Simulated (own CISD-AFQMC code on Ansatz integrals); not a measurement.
Constitutional and geometric isomers with formula C2H6O. Isolated molecules, 0 K electronic values unless said otherwise. One relaxed conformer stands for each flexible species; it need not be the lowest. Strings in code marks are SMILES.

Quantity: electronic energy of isomers of C2H6O relative to `CCO` (C–C–O–H torsion 58°), in kcal/mol. AFQMC values (own CISD-AFQMC code on Ansatz integrals) carry a statistical error of up to ±0.35 kcal/mol (one standard error) and the bias of the phaseless constraint.

Case: `COC`. Geometry of `O(C)C` (neutral, multiplicity 1, Å):

```xyz
9

C      1.1500     0.0843    -0.1368
O     -0.0054    -0.5103    -0.6554
C     -1.1506    -0.1440     0.0600
H      1.3233    -0.2129     0.9077
H      1.0922     1.1817    -0.1762
H      1.9941    -0.2465    -0.7425
H     -2.0036    -0.6432    -0.4004
H     -1.0844    -0.4518     1.1137
H     -1.3155     0.9428     0.0299
```

Task: Predict the electronic energy of isomers of C2H6O relative to `CCO` (C–C–O–H torsion 58°) from frozen-core phaseless AFQMC with a CISD trial state/cc-pVDZ // PBE0-D3(BJ)/def2-TZVP (own CISD-AFQMC code on Ansatz integrals).

Result: 10.6 kcal/mol.
